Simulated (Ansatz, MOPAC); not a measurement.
Species: H$_{3}$O, charge 1, multiplicity 1. SMILES: [OH3+]

Atoms: O1, H2, H3, H4. Bonds: O1-H2, O1-H3, O1-H4.

Bond lengths (Å) and angles (degrees) optimised at PM6 with MOPAC; PM7 with MOPAC; MNDO with MOPAC; PBE/6-31G* with Ansatz (an electronic-structure program); B3LYP/LANL2DZ with Ansatz; B3LYP/6-31G* with Ansatz, each started from the B3LYP-D3(BJ)/def2-TZVP structure (Ansatz) of the last column. A row stands for all coordinates that are equal there. 6-31G* holds six Cartesian d functions. No wavenumbers were computed at MNDO, PBE/6-31G*, B3LYP/LANL2DZ, so these may be saddle points.

```tsv
coordinate	PM6	PM7	MNDO	PBE/6-31G*	B3LYP/LANL2DZ	B3LYP/6-31G*	B3LYP-D3(BJ)/def2-TZVP
O1-H2	1.039	1.038	0.964	0.996	0.983	0.988	0.981
H2-O1-H3	102.0	102.5	115.3	110.9	120.0	112.0	113.4
```

Mean signed difference of all 3 bond lengths from B3LYP-D3(BJ)/def2-TZVP: PM6 0.058 Å, PM7 0.057 Å, MNDO -0.017 Å, PBE/6-31G* 0.015 Å, B3LYP/LANL2DZ 0.002 Å, B3LYP/6-31G* 0.007 Å.
